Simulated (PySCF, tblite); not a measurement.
Task: Write a Z-matrix for InChI=1S/C2H6OS/c1-4(2)3/h1-2H3 as optimised with GFN2-xTB.

Result: 
Z-matrix in Å and degrees, rows numbered from 1:
```
C 
S   1  1.8514
C   2  1.8515  1   94.55
O   2  1.4615  1  105.93  3   108.07
H   1  1.0852  2  107.62  3  -177.30
H   1  1.0839  2  108.62  3    63.54
H   1  1.0843  2  109.53  3   -58.15
H   3  1.0843  2  109.56  1    58.53
H   3  1.0852  2  107.69  1   177.74
H   3  1.0838  2  108.56  1   -63.12
```

S2 (sulfinyl sulfur) is pyramidal (angles 106.0°, 105.9° and 94.6°, sum 306.5°, 0.74 Å off the plane of its three neighbours).

Structure optimised with GFN2-xTB, isolated species.

Point group: Cs (tolerance 0.08 Å). Its GFN2-xTB frequencies are all real (lowest 124 cm⁻¹). 2 starts were optimised and ended at 0.00 and 0.02 kcal/mol (GFN2-xTB); the lowest of these is shown.

The numbers are calculated, not measured.


Q: Give a PBE0-D3(BJ)/def2-SVP geometry of `[AlH4-]`. (Charge -1.)

A: 
```xyz
5
AlH4 angstrom
Al    -0.0063   -0.0017   -0.0007
H      0.6147    1.1915   -0.9576
H     -1.0974    0.6494    1.0532
H      1.2155   -0.7196    0.8458
H     -0.7582   -1.1285   -0.9440
```

Any rigid rotation of these coordinates is as good. Atoms count from 1 in this order. Al1 (aluminium bonded to 4 H) is tetrahedral (all angles 109.5°).

Computed with PBE0-D3(BJ)/def2-SVP geometry optimisation, gas phase (PySCF 2.14.0).

Point group: Td (tolerance 0.08 Å). Stationary, but not proved a minimum. The geometry's basis has no diffuse functions, a weakness for an anion.

The run took 1.3 s of wall time on Arm Neoverse V1, one thread (shared host), and the process peaked at 0.25 GiB of memory. These figures are those of the optimisation.
